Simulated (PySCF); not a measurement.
Compound: C4H5OP.
Numbering: `[PH2:1][c:2]1[cH:3][cH:4][o:5][cH:6]1` (hydrogens: H7, H8 on P1; H9 on C3; H10 on C4; H11 on C6)

Computed with TDDFT wB97X-D/def2-SVPD, vertical, gas phase, core orbitals frozen in the response (PySCF 2.14.0, density-fitted response routines). One conformer (not necessarily the lowest) at the GFN2-xTB geometry, without solvent, vibrations or thermal averaging. Torsions of this conformer, `[PH2:1][c:2]1[cH:3][cH:4][o:5][cH:6]1`: H–P1–C2–C3 71°, H–P1–C2–C3 164°.

```tsv
state	E (eV)	λ (nm)	ν̃ (cm⁻¹)	f	|μ| (D)	main configurations (H = HOMO, L = LUMO)
S1	6.03	205.6	48630	0.048	1.44	H→L (93%)
S2	6.22	199.2	50200	0.061	1.61	H→L+1 (86%)
S3	6.57	188.7	52990	0.071	1.68	H→L+2 (63%), H-1→L (25%)
S4	6.84	181.4	55140	0.060	1.52	H-1→L (42%), H→L+2 (16%), H-1→L+2 (12%)
S5	7.01	177.0	56510	0.088	1.82	H-1→L+1 (34%), H→L+3 (32%), H-1→L (8%)
S6	7.17	173.0	57800	0.084	1.75	H→L+4 (65%), H→L+3 (12%), H-1→L+4 (12%)
S7	7.42	167.1	59840	0.201	2.67	H→L+6 (32%), H-1→L+1 (24%), H-1→L (14%)
S8	7.62	162.6	61480	0.021	0.85	H-1→L+2 (37%), H→L+3 (17%), H-1→L+1 (12%)
```

Triplets, Tamm–Dancoff:

```json
{"state": "T1", "E (eV)": "4.08", "λ (nm)": "304.1", "main configurations (H = HOMO, L = LUMO)": "H→L (79%), H-1→L (9%)"}
{"state": "T2", "E (eV)": "5.23", "λ (nm)": "237.0", "main configurations (H = HOMO, L = LUMO)": "H-1→L (33%), H→L+2 (14%), H→L+1 (11%)"}
{"state": "T3", "E (eV)": "5.66", "λ (nm)": "219.2", "main configurations (H = HOMO, L = LUMO)": "H→L+2 (40%), H-1→L+2 (11%), H→L+1 (11%)"}
```

The lowest singlet comes at 206 nm (582 kJ/mol) in the ultraviolet; it is of moderate strength; its leading configuration is HOMO→LUMO (93%). The strongest level in the table is S7 at 7.42 eV (167 nm, f = 0.201). Löwdin shares by element: HOMO carbon 60% or more, phosphorus 18% (atoms not listed hold the other 22%); LUMO carbon 51% or more, oxygen 18% (atoms not listed hold the other 31%). The listed states span 1.59 eV, and the widest gap between neighbours is 0.35 eV (S2 to S3). Of the 8 states listed, 8 reach f = 0.01 and none stays under 0.0005. Orbital energies (eV): HOMO-3 -12.22, HOMO-2 -10.76, HOMO-1 -9.35, HOMO -8.39, LUMO 1.76, LUMO+1 2.13, LUMO+2 2.55. No computed singlet lies in the visible range (380 to 750 nm); the lowest, at 206 nm, stands 2.77 eV above its violet end (3.26 eV). Only the lowest 8 singlets were computed, as vertical energies without vibronic structure.
